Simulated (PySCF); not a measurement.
**Working out the electron affinity of Al**

Al⁻ [Ne] 3s2 3p2 (3P) → Al [Ne] 3s2 3p1 (2P). Calculation: PySCF 2.14, in dyall-acv3z; the non-relativistic Hamiltonian (point nucleus). Frozen: 1s2; the 18 highest virtual orbitals dropped. Energies in hartree (1 hartree = 27.21139 eV):

```csv
part,Al⁻ (lower),Al (upper)
UHF,-241.881100,-241.880619
MP2 opposite-spin,-0.251743,-0.246431
MP2 same-spin,-0.087896,-0.080901
```

Problem. What does Hartree-Fock give?

Solution. (-241.880619) − (-241.881100) = 0.000481 hartree = 0.013 eV.

Problem. What do MP2 and SCS-MP2 (6/5 opposite-spin, 1/3 same-spin) give?

Solution. The opposite-spin parts differ by 0.145 eV and the same-spin parts by 0.190 eV. MP2: 0.013 + (0.145) + (0.190) = 0.348 eV. SCS-MP2: 0.013 + 1.2 × (0.145) + (0.190)/3 = 0.250 eV.

A first-order spin-orbit estimate adds -0.003 eV to MP2 (valence and next inner shell), giving 0.345 eV against 0.433 eV (measured; photodetachment measurements, as compiled on the Wikipedia data page of electron affinities).

What remains against the reference includes basis incompleteness, the frozen core and correlation beyond second order.
